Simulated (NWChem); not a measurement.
Molecule: acetone (C$_{3}$H$_{6}$O); SMILES CC(C)=O

All runs: NWChem. The geometry was optimised at PBE0/def2-SVP. Level: PBE0/def2-SVP with SMD (1 M gas to 1 M solution), gas-phase geometry.

**Question.** Predict the results for solvent toluene. Quantities: solvation free energy (kcal/mol); cavity-dispersion-structure term (kcal/mol); dipole in solution (D).

**Answer.** 
- solvation free energy (kcal/mol): -4.4
- cavity-dispersion-structure term (kcal/mol): -2.0
- dipole in solution (D): 3.24
